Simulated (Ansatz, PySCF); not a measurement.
System: C₂H₆N, charge 0, doublet. C2H6N (SMILES C([CH2])N, doublet).
B3LYP-D3(BJ)/def2-TZVP minimum from Ansatz (a program for electronic structure):
```
C
H 1 1.0919
H 1 1.0919 2 107.00
N 1 1.4852 2 106.99 3 114.39
H 4 1.0153 1 109.60 2 -179.12
H 4 1.0153 5 106.18 1 118.30
C 1 1.4856 2 111.07 3 -121.37
H 7 1.0827 1 120.60 2 -37.28
H 7 1.0827 8 117.47 1 166.90
```
Charge 0, spin multiplicity 2.

Atomisation energy term by term, kcal/mol (programs: Ansatz). UHF or UKS for unpaired electrons; spin-orbit terms are left out. Correlated methods leave the cores frozen. Rows without X2C or -DK are non-relativistic. CBS(X,Y): correlation extrapolated as X^-3, Hartree-Fock from the larger set. A bracket is a step between two methods taken in the basis named. '+ core + X2C': CCSD(T) terms for core correlation (cc-pwCVTZ) and scalar relativity (cc-pVTZ-DK). Where a partner has so few electrons that a lower coupled-cluster level is exact, that level stands in.

| term | basis | kcal/mol |
|---|---|---|
| Hartree-Fock | cc-pVQZ | 558.62 |
| CCSD correlation | CBS(cc-pVTZ,cc-pVQZ) | 198.07 |
| (T) | CBS(cc-pVTZ,cc-pVQZ) | 10.57 |
| CCSDT(Q) - CCSD(T) | cc-pVDZ | 0.55 |
| core correlation | cc-pwCVTZ | 2.75 |
| scalar relativity | X2C, cc-pVTZ-DK | -0.62 |
| minus zero-point energy | Hessian by PySCF at B3LYP-D3(BJ)/def2-TZVP | -48.85 |
| sum: D0 |  | 721.1 |
